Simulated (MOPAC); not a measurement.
MOPAC input (AM1):

```
AM1 FORCE THERMO(298,298) PRECISE LET CHARGE=1 GEO-OK AUX(PRECISION=9) THREADS=1
C2HF3N

C    -0.00147412 1   -0.00015327 1   -0.41525617 1
C     0.00411205 1    0.00043412 1    1.13850352 1
F    -0.02243270 1    1.27358749 1   -0.88317094 1
F     1.10969790 1   -0.62062445 1   -0.88654054 1
F    -1.09679276 1   -0.65395712 1   -0.87855594 1
N     0.00814248 1    0.00090487 1    2.28999392 1
H     0.01166980 1    0.00127936 1    3.28577951 1
```

From the last part of the output:

```
     H    7   6.040778

          HEAT OF FORMATION =      81.189584 KCALS/MOLE

          ZERO POINT ENERGY      22.143 KCAL/MOL

           NORMAL COORDINATE ANALYSIS (Total motion = 1 Angstrom)

   Root No.       1         2         3         4         5         6         7         8

                 1 E       1 E       2 E       2 E       1 A1      3 E       3 E       4 E

                 202.7     202.7     407.6     407.6     505.4     641.5     641.5     795.3

           1   -0.0000    0.0000    0.0000   -0.0000    0.1025   -0.0000    0.0000   -0.0000
           2    0.0439    0.0500   -0.0472   -0.0824    0.0000   -0.1007   -0.0789    0.0032
           3    0.0496   -0.0442   -0.0825    0.0471    0.0000    0.0793   -0.1002    0.0006
           4   -0.0000    0.0000    0.0000   -0.0000    0.1570    0.0000   -0.0000   -0.0000
           5    0.0694    0.0791   -0.0849   -0.1482    0.0000    0.2642    0.2071    0.0201
           6    0.0784   -0.0699   -0.1483    0.0848    0.0000   -0.2081    0.2630    0.0038
           7   -0.1083   -0.1235   -0.0319   -0.0557   -0.0998    0.0917    0.0719   -0.0069
           8    0.0000    0.0000   -0.0625   -0.1091   -0.0854   -0.0921   -0.0722    0.0102
           9    0.0165   -0.0147    0.1855   -0.1060   -0.0000   -0.0394    0.0499   -0.0004
          10    0.1602   -0.0328    0.0642    0.0002   -0.0998    0.0167   -0.1150    0.0046
          11    0.0038    0.0188   -0.0636    0.1846    0.0427    0.0630   -0.0499    0.0018
          12   -0.0021   -0.0109   -0.1086   -0.1071    0.0739   -0.0170   -0.1046    0.0068
          13   -0.0519    0.1563   -0.0323    0.0554   -0.0998   -0.1084    0.0431    0.0023
          14    0.0181    0.0061    0.1916    0.0387    0.0427   -0.0340    0.0727   -0.0002
          15    0.0105    0.0035    0.0375    0.1478   -0.0739    0.1061   -0.0081   -0.0041
          16    0.0000   -0.0000   -0.0000    0.0000    0.1709   -0.0000    0.0000    0.0000
          17   -0.1109   -0.1264    0.0188    0.0329    0.0000   -0.0481   -0.0377   -0.0962
          18   -0.1254    0.1118    0.0329   -0.0188    0.0000    0.0379   -0.0479   -0.0181
          19    0.0000   -0.0000   -0.0000    0.0000    0.1757   -0.0000    0.0000   -0.0000
          20   -0.2226   -0.2538    0.0789    0.1376    0.0000   -0.0908   -0.0712    0.8383
          21   -0.2517    0.2244    0.1378   -0.0788    0.0000    0.0715   -0.0904    0.1581

   Root No.       9        10        11        12        13        14        15

                 4 E       2 A1      3 A1      5 E       5 E       4 A1      5 A1

                 795.3     796.6    1203.0    1523.2    1523.2    2501.8    3342.2

           1   -0.0000    0.2309    0.3912   -0.0000    0.0000   -0.0154   -0.0033
           2   -0.0006    0.0000    0.0000    0.3539    0.3555   -0.0000   -0.0000
           3    0.0032    0.0000    0.0000    0.3553   -0.3541   -0.0000   -0.0000
           4   -0.0000   -0.1278   -0.0067    0.0000   -0.0000    0.3041    0.0398
           5   -0.0038   -0.0000   -0.0000   -0.0165   -0.0166    0.0000    0.0000
           6    0.0201   -0.0000   -0.0000   -0.0166    0.0165    0.0000    0.0000
           7    0.0013    0.0213   -0.0770    0.0509    0.0511   -0.0037   -0.0000
           8   -0.0019   -0.1024    0.1782   -0.1380   -0.1386    0.0033    0.0001
           9   -0.0023    0.0000   -0.0000   -0.0066    0.0066    0.0000    0.0000
          10    0.0053    0.0213   -0.0770   -0.0697    0.0185   -0.0037   -0.0000
          11    0.0053    0.0512   -0.0891   -0.0965    0.0173   -0.0016   -0.0000
          12    0.0060    0.0886   -0.1543   -0.1624    0.0480   -0.0028   -0.0001
          13   -0.0066    0.0213   -0.0770    0.0188   -0.0696   -0.0037   -0.0000
          14   -0.0056    0.0512   -0.0891    0.0177   -0.0965   -0.0016   -0.0000
          15    0.0081   -0.0886    0.1543   -0.0486    0.1623    0.0028    0.0001
          16    0.0000   -0.1633   -0.0163   -0.0000    0.0000   -0.1991   -0.0934
          17    0.0182   -0.0000   -0.0000    0.0012    0.0012   -0.0000   -0.0000
          18   -0.0963   -0.0000   -0.0000    0.0012   -0.0012   -0.0000   -0.0000
          19   -0.0000   -0.1643   -0.0036   -0.0000    0.0000   -0.4667    0.8634
          20   -0.1582   -0.0000   -0.0000    0.0492    0.0494   -0.0000    0.0000
          21    0.8388   -0.0000   -0.0000    0.0494   -0.0492   -0.0000    0.0000

           MASS-WEIGHTED COORDINATE ANALYSIS (NORMAL COORDINATES)

   Root No.       1         2         3         4         5         6         7         8

                 1 E       1 E       2 E       2 E       1 A1      3 E       3 E       4 E

                 202.7     202.7     407.6     407.6     505.4     641.5     641.5     795.3

           1   -0.0000    0.0000    0.0000   -0.0000    0.2614   -0.0000    0.0000   -0.0000
           2    0.1257    0.1420   -0.1061   -0.1855    0.0000   -0.2198   -0.1733    0.0117
           3    0.1420   -0.1257   -0.1855    0.1061    0.0000    0.1733   -0.2198    0.0027
           4   -0.0000    0.0000    0.0000   -0.0000    0.4005    0.0000   -0.0000   -0.0000
           5    0.1986    0.2244   -0.1909   -0.3336    0.0000    0.5768    0.4549    0.0737
           6    0.2244   -0.1986   -0.3336    0.1909    0.0000   -0.4549    0.5768    0.0169
           7   -0.3900   -0.4407   -0.0902   -0.1576   -0.3202    0.2517    0.1985   -0.0317
           8    0.0001    0.0001   -0.1768   -0.3089   -0.2739   -0.2529   -0.1995    0.0470
           9    0.0594   -0.0526    0.5246   -0.3001   -0.0000   -0.1084    0.1375   -0.0025
          10    0.5767   -0.1174    0.1816    0.0007   -0.3202    0.0461   -0.3172    0.0221
          11    0.0138    0.0673   -0.1800    0.5227    0.1370    0.1732   -0.1376    0.0094
          12   -0.0077   -0.0389   -0.3071   -0.3034    0.2372   -0.0465   -0.2887    0.0325
          13   -0.1866    0.5581   -0.0914    0.1569   -0.3202   -0.2978    0.1187    0.0096
          14    0.0651    0.0219    0.5418    0.1097    0.1370   -0.0934    0.2005   -0.0021
          15    0.0377    0.0124    0.1059    0.4185   -0.2372    0.2916   -0.0220   -0.0176
          16    0.0000   -0.0000   -0.0000    0.0000    0.4709   -0.0000    0.0000    0.0000
          17   -0.3429   -0.3874    0.0457    0.0799    0.0000   -0.1135   -0.0895   -0.3814
          18   -0.3874    0.3429    0.0799   -0.0457    0.0000    0.0895   -0.1135   -0.0873
          19    0.0000   -0.0000   -0.0000    0.0000    0.1299   -0.0000    0.0000   -0.0000
          20   -0.1847   -0.2087    0.0514    0.0898    0.0000   -0.0574   -0.0453    0.8912
          21   -0.2087    0.1847    0.0898   -0.0514    0.0000    0.0453   -0.0574    0.2039

   Root No.       9        10        11        12        13        14        15

                 4 E       2 A1      3 A1      5 E       5 E       4 A1      5 A1

                 795.3     796.6    1203.0    1523.2    1523.2    2501.8    3342.2

           1   -0.0000    0.5867    0.6787   -0.0000    0.0000   -0.0387   -0.0122
           2   -0.0027    0.0000    0.0000    0.5937    0.5955   -0.0000   -0.0000
           3    0.0117    0.0000    0.0000    0.5955   -0.5937   -0.0000   -0.0000
           4   -0.0000   -0.3246   -0.0116    0.0000   -0.0000    0.7666    0.1458
           5   -0.0169   -0.0000   -0.0000   -0.0277   -0.0278    0.0000    0.0000
           6    0.0737   -0.0000   -0.0000   -0.0278    0.0277    0.0000    0.0000
           7    0.0073    0.0681   -0.1680    0.1073    0.1077   -0.0116   -0.0000
           8   -0.0108   -0.3271    0.3888   -0.2911   -0.2920    0.0104    0.0003
           9   -0.0108    0.0000   -0.0000   -0.0139    0.0139    0.0000    0.0000
          10    0.0238    0.0681   -0.1680   -0.1469    0.0391   -0.0116   -0.0000
          11    0.0242    0.1636   -0.1944   -0.2036    0.0366   -0.0052   -0.0001
          12    0.0268    0.2833   -0.3367   -0.3425    0.1014   -0.0090   -0.0003
          13   -0.0311    0.0681   -0.1680    0.0396   -0.1468   -0.0116   -0.0000
          14   -0.0259    0.1635   -0.1944    0.0372   -0.2035   -0.0052   -0.0001
          15    0.0383   -0.2833    0.3368   -0.1024    0.3422    0.0090    0.0003
          16    0.0000   -0.4482   -0.0305   -0.0000    0.0000   -0.5421   -0.3698
          17    0.0873   -0.0000   -0.0000    0.0022    0.0022   -0.0000   -0.0000
          18   -0.3814   -0.0000   -0.0000    0.0022   -0.0022   -0.0000   -0.0000
          19   -0.0000   -0.1209   -0.0018   -0.0000    0.0000   -0.3409    0.9175
          20   -0.2039   -0.0000   -0.0000    0.0239    0.0240   -0.0000    0.0000
          21    0.8912   -0.0000   -0.0000    0.0240   -0.0239   -0.0000    0.0000

          DESCRIPTION OF VIBRATIONS

 VIBRATION          2    1E          ATOM PAIR     ENERGY CONTRIBUTION    RADIAL
 FREQUENCY           202.68         C 2 -- N 6         +22.6% (137.7%)      0.0%
 TRANSITION DIPOLE   0.3115         C 1 -- C 2         +19.5% (127.9%)      0.0%
 TRAVEL (Ang.)       0.2992         C 1 -- F 5         +19.2% (126.9%)      0.2%
 REDUCED MASS        3.7174         C 1 -- F 3         +18.3% (124.1%)      0.2%
 EFFECTIVE MASS     23.8538         C 1 -- F 4         +17.1% (119.8%)      0.1%
 FORCE CONSTANT      0.0900

 VIBRATION          4    2E          ATOM PAIR     ENERGY CONTRIBUTION    RADIAL
 FREQUENCY           407.60         C 1 -- F 4         +31.0% ( 86.6%)      0.0%
 TRANSITION DIPOLE   0.6076         C 1 -- C 2         +22.7% ( 74.1%)      0.0%
 TRAVEL (Ang.)       0.1914         C 1 -- F 5         +17.4% ( 64.9%)      1.8%
 REDUCED MASS        4.5161         C 1 -- F 3         +17.3% ( 64.6%)      1.8%
 EFFECTIVE MASS     17.8568         C 2 -- N 6         +11.0% ( 51.7%)      0.0%
 FORCE CONSTANT      0.4421

 VIBRATION          5    1A1         ATOM PAIR     ENERGY CONTRIBUTION    RADIAL
 FREQUENCY           505.41         C 1 -- C 2         +35.4% (158.6%)    100.0%
 TRANSITION DIPOLE   1.8258         N 6 -- H 7         +35.4% (158.6%)    100.0%
 TRAVEL (Ang.)       0.2163         C 2 -- N 6         +15.3% (104.3%)    100.0%
 REDUCED MASS        2.8509         C 1 -- F 4          +4.7% ( 57.6%)      0.8%
 EFFECTIVE MASS     21.0225
 FORCE CONSTANT      0.4291

 VIBRATION          7    3E          ATOM PAIR     ENERGY CONTRIBUTION    RADIAL
 FREQUENCY           641.52         C 1 -- C 2         +38.6% ( 89.6%)      0.0%
```

The dipole moment of an ion depends on the origin.
